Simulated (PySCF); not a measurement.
disilane (H6Si2), SMILES [SiH3][SiH3]. Atoms are numbered in the order given.

```xyz
8

Si     0.0000     0.0000    -1.1718
Si     0.0000     0.0000     1.1718
H     -1.2043    -0.6953    -1.6881
H      1.2043    -0.6953    -1.6881
H      0.0000     1.3906    -1.6881
H     -1.2043     0.6953     1.6881
H      1.2043     0.6953     1.6881
H      0.0000    -1.3906     1.6881
```

Coordinates come from a TPSSh-D3(BJ)/def2-TZVP optimisation.

All values below come from PBE0/pcJ-1 (PySCF).

Isotropic couplings with Fermi-contact, spin-dipole and both spin-orbit terms, one fixed conformer, no vibrational averaging. Isotopes: 1H, 29Si.

Computed spin–spin coupling constants:
```json
[
 {"pair": "Si1–Si2", "bonds apart": "1", "J (Hz)": "71.6"},
 {"pair": "Si1–H3", "bonds apart": "1", "J (Hz)": "-195.7"},
 {"pair": "Si1–H4", "bonds apart": "1", "J (Hz)": "-195.7"},
 {"pair": "Si1–H5", "bonds apart": "1", "J (Hz)": "-195.7"},
 {"pair": "Si2–H6", "bonds apart": "1", "J (Hz)": "-195.7"},
 {"pair": "Si2–H7", "bonds apart": "1", "J (Hz)": "-195.7"},
 {"pair": "Si2–H8", "bonds apart": "1", "J (Hz)": "-195.7"},
 {"pair": "Si1–H6", "bonds apart": "2", "J (Hz)": "-4.1"},
 {"pair": "Si1–H7", "bonds apart": "2", "J (Hz)": "-4.1"},
 {"pair": "Si1–H8", "bonds apart": "2", "J (Hz)": "-4.1"},
 {"pair": "Si2–H3", "bonds apart": "2", "J (Hz)": "-4.1"},
 {"pair": "Si2–H4", "bonds apart": "2", "J (Hz)": "-4.1"},
 {"pair": "Si2–H5", "bonds apart": "2", "J (Hz)": "-4.1"},
 {"pair": "H3–H4", "bonds apart": "2", "J (Hz)": "-3.4"},
 {"pair": "H3–H5", "bonds apart": "2", "J (Hz)": "-3.4"},
 {"pair": "H4–H5", "bonds apart": "2", "J (Hz)": "-3.4"},
 {"pair": "H6–H7", "bonds apart": "2", "J (Hz)": "-3.4"},
 {"pair": "H6–H8", "bonds apart": "2", "J (Hz)": "-3.4"},
 {"pair": "H7–H8", "bonds apart": "2", "J (Hz)": "-3.4"},
 {"pair": "H3–H6", "bonds apart": "3", "J (Hz)": "-1.0"},
 {"pair": "H3–H7", "bonds apart": "3", "J (Hz)": "11.9"},
 {"pair": "H3–H8", "bonds apart": "3", "J (Hz)": "-1.0"},
 {"pair": "H4–H6", "bonds apart": "3", "J (Hz)": "11.9"},
 {"pair": "H4–H7", "bonds apart": "3", "J (Hz)": "-1.0"},
 {"pair": "H4–H8", "bonds apart": "3", "J (Hz)": "-1.0"},
 {"pair": "H5–H6", "bonds apart": "3", "J (Hz)": "-1.0"},
 {"pair": "H5–H7", "bonds apart": "3", "J (Hz)": "-1.0"},
 {"pair": "H5–H8", "bonds apart": "3", "J (Hz)": "11.9"}
]
```
